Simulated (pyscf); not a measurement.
PySCF, gas phase, ωB97X-D3(BJ)/def2-SVPD geometries. Correlated levels are frozen-core, on RHF or UHF. ΔMP2 is the change of the MP2 total energy from the triple- to the quadruple-zeta basis.

For the elementary gas-phase step `[CH4]` + `[O]=[CH][O-]` -> `[CH3][CH]([O-])[OH]` (singlet surface; C–H broken, C–C, H–O formed), what barrier and reaction energy does CCSD(T)/def2-TZVPPD + ΔMP2(QZVPPD) give, measured from the separated reactants?

ΔE‡ = 58.4 kcal/mol, ΔE = +22.6 kcal/mol. Zero-point energy shifts the barrier by -0.2 kcal/mol. It is an addition across a multiple bond or ene-type step, with an imaginary mode of 422i cm⁻¹. On the product side the descent ends in a point that may be a rotor saddle (no frequency run), 6.7 kcal/mol over the lowest minimum found and 29.8 kcal/mol under the saddle at ωB97X-D3(BJ)/def2-TZVPD. At ωB97X-D3(BJ)/def2-TZVPD the barrier from the zero used here is 61.1 kcal/mol. This is the saddle that the search found; another between the same sides may lie lower. The CCSD(T) − MP2 part came from Ansatz, without density fitting, on the same reference.
